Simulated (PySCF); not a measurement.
**How the method moves the HOMO and LUMO of `FC=C1CCC1`**

C5H7F.
Cartesian coordinates in Å at the PBE0-D3(BJ)/def2-SVP level; atoms count from 1:
```
atom  x, y, z in Å
F1     2.541   -1.253    0.628
C2     1.863   -0.101    0.648
C3     0.650    0.006    0.124
C4    -0.304   -0.988   -0.491
C5    -1.434    0.049   -0.275
C6    -0.370    1.121    0.075
H7     2.410    0.711    1.137
H8    -0.092   -1.183   -1.555
H9    -0.399   -1.958    0.021
H10   -2.076   -0.200    0.583
H11   -2.076    0.264   -1.141
H12   -0.190    1.828   -0.752
H13   -0.523    1.704    0.996
```

Basis pcSseg-1 throughout (PySCF), one geometry. Geometry: PBE0-D3(BJ)/def2-SVP, one conformer, isolated molecule.

How do the orbital energies, the gap and the dipole change with the method?

```
  method           kind  HOMO (eV)  LUMO (eV)  gap (eV)  μ (D)  SCF cycles
    BLYP            GGA      -5.47      -0.47      5.00   1.53          15
    OPBE            GGA      -5.57      -0.50      5.07   1.50          14
   B97-D            GGA      -5.59      -0.50      5.09   1.58          14
     PBE            GGA      -5.60      -0.58      5.02   1.52          14
     KT2            GGA      -5.64      -0.57      5.08   1.56          14
     KT3            GGA      -5.66      -0.59      5.07   1.51          14
    BP86            GGA      -5.71      -0.65      5.06   1.56          14
     LDA            LDA      -5.75      -0.77      4.98   1.64          15
   B3LYP  global hybrid      -6.62       0.13      6.75   1.69          14
    PBE0  global hybrid      -6.83       0.37      7.20   1.70          14
mPW1PW91  global hybrid      -6.87       0.35      7.22   1.72          14
      HF   Hartree–Fock      -9.51       3.96     13.47   2.02          11
```

The HOMO spans 4.03 eV, from BLYP down to HF, and the gap runs from 4.98 eV (LDA) to 13.47 eV (HF). Over the methods BLYP (0 %), OPBE (0 %), B97-D (0 %), PBE (0 %), KT2 (0 %), KT3 (0 %), BP86 (0 %), LDA (0 %), B3LYP (20 %), PBE0 (25 %), mPW1PW91 (25 %), HF (100 %), a straight line through the gap against the share of exact exchange rises by 0.84 eV for each 10 % (correlation coefficient 1.000). The dipole ranges from 1.50 D (OPBE) to 2.02 D (HF). This basis has no diffuse functions.

The vertical ΔSCF ionisation energy at B3LYP/def2-SVPD is 9.07 eV; −ε(HOMO) comes closest to it with HF (9.51 eV).
